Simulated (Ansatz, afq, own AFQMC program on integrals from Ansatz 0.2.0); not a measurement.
## Where AFQMC and coupled cluster stand for SiH$_{4}$⁻, doublet

| atom | x (Å) | y (Å) | z (Å) |
| --- | --- | --- | --- |
| Si | 0.0000 | 0.0000 | 0.0000 |
| H | 0.8647 | 0.8681 | 0.8695 |
| H | -0.8700 | -0.8669 | 0.8654 |
| H | -0.8649 | 0.8667 | -0.8707 |
| H | 0.8702 | -0.8679 | -0.8642 |

Basis aug-cc-pVDZ. Noble-gas cores (and the filled d shells of Ga–Kr and In–Xe) are frozen. AFQMC by an in-house program on the Cholesky factors that Ansatz 0.2.0 writes for its CCSD(T) run. ph-AFQMC/CISD is guided by a CISD state made of CCSD amplitudes; releasing the constraint for a short imaginary time cuts its bias at the price of noise, slowly where states lie close. Free AFQMC starts from the CCSD state and is never constrained. Its projection time is finite, and what remains of the start isn't in its error. ± is one standard error of the sampling.

Determinant: UHF, the one that the program's search chose, which needn't be the lowest solution. The geometry is a PBE0/def2-TZVPD stationary point of this or a neighbouring charge and spin state.

No full CI on the walks' own integrals is used here; CCSDT(Q) serves as the reference and is uncertain by about the last step of the cluster series.

```
T1 diagnostic                               : 0.0198
weight of the determinant in the CISD state : 0.903
⟨S²⟩ of the determinant                     : 0.750
size of the correlated space                : 9 electrons in 58 orbitals
```

```json
{"level": "MP2", "correlation energy (eV)": "-3.4920"}
{"level": "CCSD", "correlation energy (eV)": "-4.3930"}
{"level": "CCSD(T)", "correlation energy (eV)": "-4.4962"}
```

Task: Estimate where phaseless AFQMC with a CISD trial lies against CCSD(T) on the same integrals.

Result: 2.6 ± 0.3 kJ/mol below CCSD(T).

Reference: CCSDT(Q), correlation energy -4.523 eV. The released energy is read at 2.40 1/Eh (meV from the phaseless value at times in 1/Eh: 2.1 ± 2.2 at 0.24, 2.5 ± 1.5 at 0.51, 0.9 ± 1.7 at 0.99, 0.6 ± 1.7 at 1.62, 1.5 ± 1.5 at 2.40).

```
         level  E − E(reference) (kJ/mol)  share of correlation (%)
       CCSD(T)                        2.6                     99.41
         CCSDT                        0.3                     99.94
   ph-AFQMC/HF                 -0.1 ± 1.5                    100.01
 ph-AFQMC/CISD                 -0.1 ± 0.3                    100.01
released AFQMC                  0.1 ± 0.1                     99.98
    free AFQMC                 -0.2 ± 0.2                    100.05
```

Free projections are given only where their last times agree within the noise and don't stop above the reference; a slow remainder of the start can still hide under it. A walk keeps the symmetry of its determinant, which the program's search chose and which needn't be the lowest solution, so a lower state of the same spin and another symmetry isn't excluded. Released energies are given only where the last usable release times agree within the noise; a slower fall can still hide under it.
